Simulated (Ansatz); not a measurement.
Born–Oppenheimer molecular dynamics of CH6Si + H3N (12 atoms, charge 0, multiplicity 1). It starts from a relaxed structure.

Theory: RKS PBE0-D4/6-31G* in Ansatz.

- ensemble: NVT, Nosé–Hoover chain
- time step: 0.5 fs
- steps asked: 250
- set temperature: 300 K
- thermostat: time constant 100 fs, chain length 1
- masses: H 2.014 u
- seed: 888141

First frame:

```xyz
12
Properties=species:S:1:pos:R:3
N -0.274 0.535 -1.923
H -0.743 1.431 -1.821
H 0.622 0.731 -2.361
H -0.817 0.003 -2.598
C 0.337 -1.303 0.890
Si -0.014 0.511 1.231
H -0.396 -1.943 1.393
H 1.332 -1.584 1.249
H 0.283 -1.480 -0.187
H -1.391 0.918 0.829
H 0.977 1.424 0.592
H 0.085 0.758 2.706
```

(1) How far do the bonds stretch over the last three quarters of this one trajectory? (Pairs bonded in most of those frames.)

Answers

(1) 
| bond | mean (Å) | spread (Å) | shortest | longest |
| --- | --- | --- | --- | --- |
| N1–H2 | 1.019 | 0.016 | 0.99 | 1.05 |
| N1–H3 | 1.019 | 0.016 | 0.99 | 1.05 |
| N1–H4 | 1.017 | 0.014 | 0.99 | 1.04 |
| C5–Si6 | 1.883 | 0.037 | 1.83 | 1.95 |
| C5–H7 | 1.096 | 0.015 | 1.07 | 1.12 |
| C5–H8 | 1.097 | 0.017 | 1.07 | 1.13 |
| C5–H9 | 1.096 | 0.012 | 1.07 | 1.12 |
| Si6–H10 | 1.501 | 0.038 | 1.44 | 1.56 |
| Si6–H11 | 1.491 | 0.042 | 1.43 | 1.56 |
| Si6–H12 | 1.496 | 0.017 | 1.47 | 1.52 |

Mean temperature of the second half: 183 K. The conserved energy stayed within 0.11 meV per atom of its start (net change 0.061 meV per atom), so the integration is sound. The mean temperature of the second half is 39 % below the set value. A run of 0.12 ps of so small a system gives no equilibrium averages.

The run took 13 min on 1 thread of Arm Neoverse N1, on a shared host, peak memory 0.11 GiB.
